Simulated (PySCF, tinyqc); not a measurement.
RHF in the sto-6g basis, for HF, spin multiplicity 1, step by step (part 1 of 2). The lowest restricted solution is unstable here: a spin-polarised one lies 0.0228 hartree lower (PySCF). Computed by tinyqc, a small Python program that keeps every step (integrals from PySCF). Settings: charge = 0, multiplicity = 1, basis = sto-6g, energy threshold = 1e-09, iteration cap = 67, orthogonalisation = symmetric, start = core, DIIS depth = 3, method = RHF. Command: `OMP_NUM_THREADS=1 python tinyqc.py 20208 20209 out.jsonl` (the two numbers bound the seeds that draw the settings). One thread of a shared host (Intel(R) Xeon(R) Processor @ 2.60GHz), about 0.1 s of CPU time with the checks. Later iterations appear only in the table of the cycle.

## One-electron integrals

Geometry (angstrom):
```
atom       x       y       z
F     0.0000  0.0000  0.0000
H     0.0000  0.0000  1.3660
```

Basis sto-6g: exponents (1/bohr^2) and contraction coefficients of normalised primitives:
```
element  l (shell)   exponent  coefficient
F            s (1)  1728.6266       0.0092
F            s (1)   316.9418       0.0494
F            s (1)    88.6689       0.1685
F            s (1)    30.4602       0.3706
F            s (1)    11.8286       0.4165
F            s (1)     4.8717       0.1303
F            s (2)    67.0323      -0.0133
F            s (2)    13.2674      -0.0470
F            s (2)     4.1235      -0.0338
F            s (2)     1.5865       0.2502
F            s (2)     0.6890       0.5951
F            s (2)     0.3158       0.2407
F            p (3)    67.0323       0.0038
F            p (3)    13.2674       0.0377
F            p (3)     4.1235       0.1739
F            p (3)     1.5865       0.4180
F            p (3)     0.6890       0.4259
F            p (3)     0.3158       0.1017
H            s (1)    35.5232       0.0092
H            s (1)     6.5131       0.0494
H            s (1)     1.8221       0.1685
H            s (1)     0.6260       0.3706
H            s (1)     0.2431       0.4165
H            s (1)     0.1001       0.1303
```

Overlap, kinetic and nuclear-attraction integrals over the contracted functions; the nuclear repulsion is the sum of Za Zb / Rab.

nuclear repulsion = 3.486526 hartree

overlap S, lower triangle:
```
         1F 1s   1F 2s  1F 2px  1F 2py  1F 2pz   2H 1s
1F 1s   1.0000
1F 2s   0.2325  1.0000
1F 2px  0.0000  0.0000  1.0000
1F 2py  0.0000  0.0000  0.0000  1.0000
1F 2pz  0.0000  0.0000  0.0000  0.0000  1.0000
2H 1s   0.0179  0.2140  0.0000  0.0000  0.1910  1.0000
```

kinetic energy T (hartree), lower triangle:
```
          1F 1s    1F 2s  1F 2px  1F 2py  1F 2pz   2H 1s
1F 1s   37.3977
1F 2s   -1.1433   1.0823
1F 2px   0.0000   0.0000  3.2513
1F 2py   0.0000   0.0000  0.0000  3.2513
1F 2pz   0.0000   0.0000  0.0000  0.0000  3.2513
2H 1s   -0.0050  -0.0024  0.0000  0.0000  0.0468  0.7685
```

nuclear attraction V (hartree), lower triangle:
```
           1F 1s     1F 2s    1F 2px    1F 2py    1F 2pz    2H 1s
1F 1s   -78.2098
1F 2s    -7.9558  -11.8627
1F 2px    0.0000    0.0000  -11.8489
1F 2py    0.0000    0.0000    0.0000  -11.8489
1F 2pz   -0.0072   -0.0848    0.0000    0.0000  -11.8888
2H 1s    -0.6998   -1.7444    0.0000    0.0000   -1.3344  -4.7018
```

core Hamiltonian H = T + V (hartree), lower triangle:
```
           1F 1s     1F 2s   1F 2px   1F 2py   1F 2pz    2H 1s
1F 1s   -40.8121
1F 2s    -9.0991  -10.7804
1F 2px    0.0000    0.0000  -8.5976
1F 2py    0.0000    0.0000   0.0000  -8.5976
1F 2pz   -0.0072   -0.0848   0.0000   0.0000  -8.6375
2H 1s    -0.7048   -1.7469   0.0000   0.0000  -1.2876  -3.9333
```

## Two-electron integrals

Functions are numbered as in S; the eight-fold symmetry (ij|kl) = (ji|kl) = (kl|ij) leaves the list below.

Two-electron integrals (ij|kl) in chemists' order, unique and non-zero (hartree):
```
(11|11) 5.4062     (21|11) 0.7681     (21|21) 0.1389     (22|11) 1.2663
(22|21) 0.2840     (22|22) 0.9264     (31|31) 0.0295     (32|31) 0.0447
(32|32) 0.2048     (33|11) 1.2663     (33|21) 0.2840     (33|22) 0.9264
(33|33) 0.9981     (41|41) 0.0295     (42|41) 0.0447     (42|42) 0.2048
(43|43) 0.0538     (44|11) 1.2663     (44|21) 0.2840     (44|22) 0.9264
(44|33) 0.8905     (44|44) 0.9981     (51|51) 0.0295     (52|51) 0.0447
(52|52) 0.2048     (53|53) 0.0538     (54|54) 0.0538     (55|11) 1.2663
(55|21) 0.2840     (55|22) 0.9264     (55|33) 0.8905     (55|44) 0.8905
(55|55) 0.9981     (61|11) 0.0628     (61|21) 0.0109     (61|22) 0.0218
(61|33) 0.0218     (61|44) 0.0218     (61|51) 4.73e-04   (61|52) 0.0009
(61|55) 0.0219     (61|61) 0.0009     (62|11) 0.1785     (62|21) 0.0407
(62|22) 0.1507     (62|33) 0.1485     (62|44) 0.1485     (62|51) 0.0030
(62|52) 0.0234     (62|55) 0.1550     (62|61) 0.0032     (62|62) 0.0321
(63|31) 0.0043     (63|32) 0.0253     (63|53) 0.0048     (63|63) 0.0044
(64|41) 0.0043     (64|42) 0.0253     (64|54) 0.0048     (64|64) 0.0044
(65|11) 0.1308     (65|21) 0.0302     (65|22) 0.1194     (65|33) 0.1147
(65|44) 0.1147     (65|51) 0.0061     (65|52) 0.0420     (65|55) 0.1289
(65|61) 0.0025     (65|62) 0.0312     (65|65) 0.0344     (66|11) 0.3846
(66|21) 0.0893     (66|22) 0.3809     (66|33) 0.3705     (66|44) 0.3705
(66|51) 0.0068     (66|52) 0.0769     (66|55) 0.4017     (66|61) 0.0070
(66|62) 0.1125     (66|65) 0.1262     (66|66) 0.7750
```

## Orthogonalisation

S = U s U^T; symmetric (Loewdin) form X = U s^(-1/2) U^T, so that X^T S X = 1.

eigenvalues of S: 0.6622  0.8629  1.0000  1.0000  1.1199  1.3550

X, lower triangle:
```
          1F 1s    1F 2s  1F 2px  1F 2py   1F 2pz   2H 1s
1F 1s    1.0214
1F 2s   -0.1225   1.0403
1F 2px   0.0000   0.0000  1.0000
1F 2py   0.0000   0.0000  0.0000  1.0000
1F 2pz  -0.0019   0.0167  0.0000  0.0000   1.0146
2H 1s    0.0109  -0.1153  0.0000  0.0000  -0.1008  1.0331
```

## Starting guess

The start is the orbitals of the core Hamiltonian; D = 2 C_occ C_occ^T.

D at the start, lower triangle:
```
          1F 1s    1F 2s  1F 2px  1F 2py   1F 2pz   2H 1s
1F 1s    2.1161
1F 2s   -0.5023   2.1714
1F 2px   0.0000   0.0000  2.0000
1F 2py   0.0000   0.0000  0.0000  2.0000
1F 2pz  -0.0099   0.0547  0.0000  0.0000   2.0512
2H 1s    0.0375  -0.1548  0.0000  0.0000  -0.1695  0.0244
```

## Iteration 1: building the Fock matrix

J_ij = sum D_kl (ij|kl), K_ij = sum D_kl (ik|jl); F = H + J - 0.5 K; E = tr D H + tr D J / 2 - 0.25 tr D K + E_nn.

Coulomb J (hartree), lower triangle:
```
          1F 1s   1F 2s  1F 2px  1F 2py  1F 2pz   2H 1s
1F 1s   20.9953
1F 2s    3.8012  9.9353
1F 2px   0.0000  0.0000  9.9355
1F 2py   0.0000  0.0000  0.0000  9.9355
1F 2pz   0.0015  0.0020  0.0000  0.0000  9.9349
2H 1s    0.3000  1.5610  0.0000  0.0000  1.2155  3.8072
```

exchange K (hartree), lower triangle:
```
          1F 1s   1F 2s  1F 2px  1F 2py  1F 2pz   2H 1s
1F 1s   11.1497
1F 2s    1.8035  3.2084
1F 2px   0.0000  0.0000  2.6671
1F 2py   0.0000  0.0000  0.0000  2.6671
1F 2pz   0.0006  0.0051  0.0000  0.0000  2.6691
2H 1s    0.1549  0.4374  0.0000  0.0000  0.2566  0.1016
```

Fock matrix F (hartree), lower triangle:
```
           1F 1s    1F 2s  1F 2px  1F 2py   1F 2pz    2H 1s
1F 1s   -25.3917
1F 2s    -6.1997  -2.4493
1F 2px    0.0000   0.0000  0.0043
1F 2py    0.0000   0.0000  0.0000  0.0043
1F 2pz   -0.0059  -0.0853  0.0000  0.0000  -0.0371
2H 1s    -0.4823  -0.4045  0.0000  0.0000  -0.2005  -0.1769
```

total energy of this density = -98.842349 hartree

## Iteration 1: diagonalisation and new density

Diagonalise F' = X^T F X, C = X C', fill 5 alpha and 5 beta electrons from the bottom; D = 2 C_occ C_occ^T. Each column has its largest component positive (the first on a tie).

F' = X^T F X (hartree), lower triangle:
```
          1        2       3       4        5        6
1  -24.9842
2   -3.1431  -1.3726
3    0.0000   0.0000  0.0043
4    0.0000   0.0000  0.0000  0.0043
5   -0.0060  -0.0547  0.0000  0.0000  -0.0011
6   -0.0386  -0.1844  0.0000  0.0000  -0.1874  -0.0839
```

orbital energies (hartree): MO1 -25.3956, MO2 -1.0041, MO3 -0.1962, MO4 0.0043, MO5 0.0043, MO6 0.1541

coefficients C:
```
            MO1      MO2      MO3      MO4     MO5      MO6
1F 1s    0.9969  -0.2459   0.0594   0.0000  0.0000  -0.0243
1F 2s    0.0132   0.9981  -0.2995   0.0000  0.0000   0.1575
1F 2px   0.0000   0.0000   0.0000   0.9985  0.0551   0.0000
1F 2py   0.0000   0.0000   0.0000  -0.0551  0.9985   0.0000
1F 2pz   0.0006   0.0874   0.5768   0.0000  0.0000   0.8364
2H 1s   -0.0016   0.0917   0.7175   0.0000  0.0000  -0.7535
```

D after iteration 1, lower triangle:
```
          1F 1s    1F 2s  1F 2px  1F 2py  1F 2pz   2H 1s
1F 1s    2.1156
1F 2s   -0.5002   2.1721
1F 2px   0.0000   0.0000  2.0000
1F 2py   0.0000   0.0000  0.0000  2.0000
1F 2pz   0.0267  -0.1710  0.0000  0.0000  0.6806
2H 1s    0.0368  -0.2468  0.0000  0.0000  0.8437  1.0464
```

Within a degenerate level the vectors are fixed only up to a rotation; this is one choice.

## Iteration 2: building the Fock matrix

As before.

Coulomb J (hartree), lower triangle:
```
          1F 1s   1F 2s  1F 2px  1F 2py  1F 2pz   2H 1s
1F 1s   19.8859
1F 2s    3.5574  9.2702
1F 2px   0.0000  0.0000  9.2997
1F 2py   0.0000  0.0000  0.0000  9.2997
1F 2pz   0.0022  0.0722  0.0000  0.0000  9.2112
2H 1s    0.2812  1.5106  0.0000  0.0000  1.2133  4.2500
```

exchange K (hartree), lower triangle:
```
          1F 1s    1F 2s  1F 2px  1F 2py  1F 2pz   2H 1s
1F 1s   11.1094
1F 2s    1.7463   2.9819
1F 2px   0.0000   0.0000  2.6032
1F 2py   0.0000   0.0000  0.0000  2.6032
1F 2pz   0.0017  -0.0198  0.0000  0.0000  1.5900
2H 1s    0.1521   0.5355  0.0000  0.0000  0.5973  1.0678
```

Fock matrix F (hartree), lower triangle:
```
           1F 1s    1F 2s   1F 2px   1F 2py   1F 2pz    2H 1s
1F 1s   -26.4809
1F 2s    -6.4149  -3.0012
1F 2px    0.0000   0.0000  -0.5995
1F 2py    0.0000   0.0000   0.0000  -0.5995
1F 2pz   -0.0058  -0.0027   0.0000   0.0000  -0.2213
2H 1s    -0.4997  -0.5040   0.0000   0.0000  -0.3730  -0.2172
```

total energy of this density = -99.358071 hartree

## Iteration 2: DIIS over 2 matrices

error matrix X^T (FDS - SDF) X:
```
         1        2       3       4        5        6
1   0.0000  -0.0008  0.0000  0.0000   0.0046  -0.0019
2   0.0008   0.0000  0.0000  0.0000  -0.1193   0.0836
3   0.0000   0.0000  0.0000  0.0000   0.0000   0.0000
4   0.0000   0.0000  0.0000  0.0000   0.0000   0.0000
5  -0.0046   0.1193  0.0000  0.0000   0.0000  -0.2079
6   0.0019  -0.0836  0.0000  0.0000   0.2079   0.0000
```

B (overlaps of the stored error matrices):
```
                1               2
1   4.4723656e-01  -1.1206291e-01
2  -1.1206291e-01   1.2899043e-01
```

Minimise |sum c_i e_i|^2 with sum c_i = 1: solve [B -1; -1 0][c; lambda] = [0; -1] with B_ij = tr e_i^T e_j, and take F = sum c_i F_i.

DIIS coefficients: 0.3012  0.6988

extrapolated F (hartree), lower triangle:
```
           1F 1s    1F 2s   1F 2px   1F 2py   1F 2pz    2H 1s
1F 1s   -26.1529
1F 2s    -6.3501  -2.8350
1F 2px    0.0000   0.0000  -0.4176
1F 2py    0.0000   0.0000   0.0000  -0.4176
1F 2pz   -0.0058  -0.0275   0.0000   0.0000  -0.1658
2H 1s    -0.4944  -0.4740   0.0000   0.0000  -0.3210  -0.2051
```

## Iteration 2: diagonalisation and new density

As before.

F' = X^T F X (hartree), lower triangle:
```
          1        2        3        4        5        6
1  -25.7464
2   -3.1613  -1.7446
3    0.0000   0.0000  -0.4176
4    0.0000   0.0000   0.0000  -0.4176
5   -0.0141   0.0191   0.0000   0.0000  -0.1071
6   -0.0378  -0.2211   0.0000   0.0000  -0.3070  -0.0774
```

orbital energies (hartree): MO1 -26.1560, MO2 -1.3715, MO3 -0.4176, MO4 -0.4176, MO5 -0.3818, MO6 0.2338

coefficients C:
```
            MO1      MO2     MO3      MO4      MO5      MO6
1F 1s    0.9972  -0.2476  0.0000   0.0000   0.0370   0.0354
1F 2s    0.0118   1.0129  0.0000   0.0000  -0.2009  -0.2105
1F 2px   0.0000   0.0000  0.9878  -0.1560   0.0000   0.0000
1F 2py   0.0000   0.0000  0.1560   0.9878   0.0000   0.0000
1F 2pz   0.0005   0.0248  0.0000   0.0000   0.6855  -0.7545
2H 1s   -0.0014   0.0582  0.0000   0.0000   0.6183   0.8398
```

D after iteration 2, lower triangle:
```
          1F 1s    1F 2s  1F 2px  1F 2py  1F 2pz   2H 1s
1F 1s    2.1142
1F 2s   -0.4929   2.1331
1F 2px   0.0000   0.0000  2.0000
1F 2py   0.0000   0.0000  0.0000  2.0000
1F 2pz   0.0394  -0.2252  0.0000  0.0000  0.9411
2H 1s    0.0141  -0.1305  0.0000  0.0000  0.8506  0.7713
```

Within a degenerate level the vectors are fixed only up to a rotation; this is one choice.

## Iteration 3: building the Fock matrix

As before.

Coulomb J (hartree), lower triangle:
```
          1F 1s   1F 2s  1F 2px  1F 2py  1F 2pz   2H 1s
1F 1s   20.1050
1F 2s    3.6061  9.4087
1F 2px   0.0000  0.0000  9.4312
1F 2py   0.0000  0.0000  0.0000  9.4312
1F 2pz  -0.0030  0.0359  0.0000  0.0000  9.3638
2H 1s    0.2849  1.5198  0.0000  0.0000  1.2110  4.1467
```

exchange K (hartree), lower triangle:
```
          1F 1s    1F 2s  1F 2px  1F 2py  1F 2pz   2H 1s
1F 1s   11.1150
1F 2s    1.7582   3.0277
1F 2px   0.0000   0.0000  2.6144
1F 2py   0.0000   0.0000  0.0000  2.6144
1F 2pz   0.0005  -0.0683  0.0000  0.0000  1.8444
2H 1s    0.1534   0.5493  0.0000  0.0000  0.6003  0.8866
```

Fock matrix F (hartree), lower triangle:
```
           1F 1s    1F 2s   1F 2px   1F 2py   1F 2pz    2H 1s
1F 1s   -26.2647
1F 2s    -6.3721  -2.8855
1F 2px    0.0000   0.0000  -0.4736
1F 2py    0.0000   0.0000   0.0000  -0.4736
1F 2pz   -0.0104  -0.0146   0.0000   0.0000  -0.1959
2H 1s    -0.4967  -0.5017   0.0000   0.0000  -0.3768  -0.2298
```

total energy of this density = -99.392395 hartree

## Iteration 3: DIIS over 3 matrices

error matrix X^T (FDS - SDF) X:
```
         1        2       3       4        5        6
1   0.0000   0.0005  0.0000  0.0000   0.0066  -0.0072
2  -0.0005   0.0000  0.0000  0.0000  -0.0306   0.0338
3   0.0000   0.0000  0.0000  0.0000   0.0000   0.0000
4   0.0000   0.0000  0.0000  0.0000   0.0000   0.0000
5  -0.0066   0.0306  0.0000  0.0000   0.0000   0.0003
6   0.0072  -0.0338  0.0000  0.0000  -0.0003   0.0000
```

B (overlaps of the stored error matrices), lower triangle:
```
                1              2              3
1   4.4723656e-01
2  -1.1206291e-01  1.2899043e-01
3   1.9362967e-02  1.2908442e-02  4.3496067e-03
```

As before.

DIIS coefficients: -0.1134  -0.2273  1.3407

extrapolated F (hartree), lower triangle:
```
           1F 1s    1F 2s   1F 2px   1F 2py   1F 2pz    2H 1s
1F 1s   -26.3145
1F 2s    -6.3820  -2.9087
1F 2px    0.0000   0.0000  -0.4992
1F 2py    0.0000   0.0000   0.0000  -0.4992
1F 2pz   -0.0119  -0.0094   0.0000   0.0000  -0.2081
2H 1s    -0.4976  -0.5122   0.0000   0.0000  -0.3977  -0.2387
```

## Iteration 3: diagonalisation and new density

As before.

F' = X^T F X (hartree), lower triangle:
```
          1        2        3        4        5        6
1  -25.9082
2   -3.1668  -1.8092
3    0.0000   0.0000  -0.4992
4    0.0000   0.0000   0.0000  -0.4992
5   -0.0237   0.0499   0.0000   0.0000  -0.1346
6   -0.0346  -0.2541   0.0000   0.0000  -0.3835  -0.0892
```

orbital energies (hartree): MO1 -26.3176, MO2 -1.4455, MO3 -0.4992, MO4 -0.4992, MO5 -0.4783, MO6 0.3002

coefficients C:
```
            MO1      MO2     MO3      MO4      MO5      MO6
1F 1s    0.9973  -0.2466  0.0000   0.0000   0.0370   0.0401
1F 2s    0.0115   1.0086  0.0000   0.0000  -0.2014  -0.2298
1F 2px   0.0000   0.0000  0.8005  -0.5994   0.0000   0.0000
1F 2py   0.0000   0.0000  0.5994   0.8005   0.0000   0.0000
1F 2pz   0.0007   0.0126  0.0000   0.0000   0.6899  -0.7507
2H 1s   -0.0014   0.0744  0.0000   0.0000   0.6132   0.8423
```

D after iteration 3, lower triangle:
```
          1F 1s    1F 2s  1F 2px  1F 2py  1F 2pz   2H 1s
1F 1s    2.1135
1F 2s   -0.4894   2.1161
1F 2px   0.0000   0.0000  2.0000
1F 2py   0.0000   0.0000  0.0000  2.0000
1F 2pz   0.0462  -0.2526  0.0000  0.0000  0.9524
2H 1s    0.0059  -0.0970  0.0000  0.0000  0.8480  0.7630
```

Within a degenerate level the vectors are fixed only up to a rotation; this is one choice.

## Iteration 4: building the Fock matrix

As before.

Coulomb J (hartree), lower triangle:
```
          1F 1s   1F 2s  1F 2px  1F 2py  1F 2pz   2H 1s
1F 1s   20.1064
1F 2s    3.6065  9.4105
1F 2px   0.0000  0.0000  9.4325
1F 2py   0.0000  0.0000  0.0000  9.4325
1F 2pz  -0.0049  0.0260  0.0000  0.0000  9.3665
2H 1s    0.2849  1.5190  0.0000  0.0000  1.2091  4.1414
```

exchange K (hartree), lower triangle:
```
          1F 1s    1F 2s  1F 2px  1F 2py  1F 2pz   2H 1s
1F 1s   11.1143
1F 2s    1.7588   3.0253
1F 2px   0.0000   0.0000  2.6134
1F 2py   0.0000   0.0000  0.0000  2.6134
1F 2pz   0.0002  -0.0933  0.0000  0.0000  1.8543
2H 1s    0.1533   0.5557  0.0000  0.0000  0.5976  0.8851
```

Fock matrix F (hartree), lower triangle:
```
           1F 1s    1F 2s   1F 2px   1F 2py   1F 2pz    2H 1s
1F 1s   -26.2629
1F 2s    -6.3720  -2.8825
1F 2px    0.0000   0.0000  -0.4717
1F 2py    0.0000   0.0000   0.0000  -0.4717
1F 2pz   -0.0122  -0.0121   0.0000   0.0000  -0.1981
2H 1s    -0.4966  -0.5057   0.0000   0.0000  -0.3773  -0.2345
```

total energy of this density = -99.393209 hartree

## Iteration 4: DIIS over 3 matrices

error matrix X^T (FDS - SDF) X:
```
         1        2       3       4        5        6
1   0.0000   0.0002  0.0000  0.0000   0.0009  -0.0011
2  -0.0002   0.0000  0.0000  0.0000   0.0017  -0.0014
3   0.0000   0.0000  0.0000  0.0000   0.0000   0.0000
4   0.0000   0.0000  0.0000  0.0000   0.0000   0.0000
5  -0.0009  -0.0017  0.0000  0.0000   0.0000   0.0024
6   0.0011   0.0014  0.0000  0.0000  -0.0024   0.0000
```

B (overlaps of the stored error matrices), lower triangle:
```
                1               2              3
1   1.2899043e-01
2   1.2908442e-02   4.3496067e-03
3  -1.6082543e-03  -1.6803515e-04  2.5107976e-05
```

As before.

DIIS coefficients: 0.0119  0.0037  0.9843

extrapolated F (hartree), lower triangle:
```
           1F 1s    1F 2s   1F 2px   1F 2py   1F 2pz    2H 1s
1F 1s   -26.2655
1F 2s    -6.3725  -2.8840
1F 2px    0.0000   0.0000  -0.4733
1F 2py    0.0000   0.0000   0.0000  -0.4733
1F 2pz   -0.0121  -0.0120   0.0000   0.0000  -0.1984
2H 1s    -0.4966  -0.5057   0.0000   0.0000  -0.3772  -0.2342
```

## Iteration 4: diagonalisation and new density

As before.

F' = X^T F X (hartree), lower triangle:
```
          1        2        3        4        5        6
1  -25.8590
2   -3.1658  -1.7857
3    0.0000   0.0000  -0.4733
4    0.0000   0.0000   0.0000  -0.4733
5   -0.0234   0.0447   0.0000   0.0000  -0.1288
6   -0.0347  -0.2497   0.0000   0.0000  -0.3628  -0.0899
```

orbital energies (hartree): MO1 -26.2686, MO2 -1.4211, MO3 -0.4733, MO4 -0.4733, MO5 -0.4546, MO6 0.2808

coefficients C:
```
            MO1      MO2      MO3     MO4      MO5      MO6
1F 1s    0.9973  -0.2467   0.0000  0.0000   0.0373   0.0399
1F 2s    0.0116   1.0085   0.0000  0.0000  -0.2030  -0.2288
1F 2px   0.0000   0.0000   0.9997  0.0255   0.0000   0.0000
1F 2py   0.0000   0.0000  -0.0255  0.9997   0.0000   0.0000
1F 2pz   0.0007   0.0139   0.0000  0.0000   0.6888  -0.7518
2H 1s   -0.0014   0.0745   0.0000  0.0000   0.6144   0.8414
```

D after iteration 4, lower triangle:
```
          1F 1s    1F 2s  1F 2px  1F 2py  1F 2pz   2H 1s
1F 1s    2.1136
1F 2s   -0.4896   2.1170
1F 2px   0.0000   0.0000  2.0000
1F 2py   0.0000   0.0000  0.0000  2.0000
1F 2pz   0.0460  -0.2516  0.0000  0.0000  0.9492
2H 1s    0.0063  -0.0991  0.0000  0.0000  0.8484  0.7661
```

Within a degenerate level the vectors are fixed only up to a rotation; this is one choice.
